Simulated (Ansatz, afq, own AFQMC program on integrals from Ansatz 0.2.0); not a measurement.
## GeH2O, triplet: AFQMC among the cluster methods

```xyz
4

Ge    0.0000   -0.0451    0.3362
O     0.0000    0.1518   -1.4436
H     0.0000    1.5359    0.5766
H     0.0000   -0.6985   -1.8920
```

Connectivity, by distances: GeH–OH.

Basis cc-pVDZ. Only valence electrons are correlated. Ansatz 0.2.0 and our own AFQMC program on the same integrals; the CISD trial comes from CCSD amplitudes, and released means the phaseless constraint is let go. Error bars are statistical, one sigma. No spin–orbit coupling.

Determinant: UHF, the one that the program's search chose, which needn't be the lowest solution. The geometry is a PBE0/def2-TZVP stationary point of this or a neighbouring charge and spin state.

No full CI on the walks' own integrals is used here. The released AFQMC energy serves as the reference, which it does only where one determinant dominates, the energy is flat over the last release times and near the phaseless one (40 meV or 2 meV an electron, half that with transition metals). On small molecules, where full CI could be run and the noise was under 10 meV, such values lay within 10 meV of it in 19 cases of 20, a flattering rate, since the rule was set on those same cases; what remains of the bias isn't in the error bar.

Cautions: no relativity below Rb; no spin-orbit coupling; inner d shell frozen; another spin lies lower; the released value is read at 2.40 1/Eh with a noise of 22 meV, more than in the cases checked (meV from the phaseless value at times in 1/Eh: -8 ± 14 at 0.24, -20 ± 15 at 0.51, -22 ± 15 at 0.99, -53 ± 19 at 1.62, -13 ± 22 at 2.40).

* T1 diagnostic: 0.0216
* weight of the determinant in the CISD state: 0.893
* ⟨S²⟩ of the determinant: 2.012
* size of the correlated space: 12 electrons in 36 orbitals

```
  level  correlation energy (eV)
    MP2                  -6.9849
   CCSD                  -7.4892
CCSD(T)                  -7.6744
```

Question: Estimate where phaseless AFQMC with a CISD trial lies against CCSD(T) on the same integrals.

Answer: 1.37 ± 0.56 mEh below CCSD(T).

Reference: AFQMC with the constraint released, correlation energy -7.725 ± 0.022 eV.

| level | E − E(reference) (mEh) | share of correlation (%) |
| --- | --- | --- |
| CCSD(T) | 1.86 ± 0.81 | 99.34 |
| ph-AFQMC/CISD | 0.50 ± 0.99 | 99.83 |

A walk keeps the symmetry of its determinant, which the program's search chose and which needn't be the lowest solution, so a lower state of the same spin and another symmetry isn't excluded. Released energies are given only where the last usable release times agree within the noise; a slower fall can still hide under it.
